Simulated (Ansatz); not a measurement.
This geometry of C₃H₃NO (8 atoms, charge 0, multiplicity 1) is a first-order saddle point.

Computed with Ansatz, RKS LDA/def2-SVP.

```xyz
8
Properties=species:S:1:pos:R:3
C 0.285 1.662 0.057
C 0.306 0.336 0.025
O 1.273 -0.671 0.082
C -0.126 -1.003 -0.045
N -0.805 -1.997 -0.126
H -0.676 2.195 -0.009
H 1.222 2.233 0.152
H -1.387 -2.812 -0.192
```

Which two structures does it join? (They come from a converged band through this point; their orientation in space is the band's.)

No bond is made or broken. The dihedral O3–C4–N5–H8 changes from 180 to 0° by way of a nearly straight angle C4–N5–H8 (up to 179°), not by a turn about the bond.

Image 0:

```xyz
8
Properties=species:S:1:pos:R:3
C 0.232 1.582 0.007
C 0.312 0.262 0.034
O 1.307 -0.712 0.195
C -0.003 -1.112 0.003
N -0.567 -2.220 -0.068
H -0.743 2.068 -0.142
H 1.136 2.200 0.136
H -1.582 -2.125 -0.221
```

Image 6:

```xyz
8
Properties=species:S:1:pos:R:3
C 0.304 1.651 0.018
C 0.203 0.334 0.018
O 1.070 -0.770 0.160
C -0.297 -0.973 -0.042
N -1.142 -1.879 -0.158
H -0.600 2.264 -0.124
H 1.281 2.141 0.158
H -0.729 -2.824 -0.086
```

How far does it lie above each of them?

61.1 kJ/mol above the first and 63.0 kJ/mol above the second. This is the barrier of this one path; another mechanism may lie lower.

Run time: 76 s on 1 thread of Arm Neoverse V2, on a shared host, peak memory 0.11 GiB.
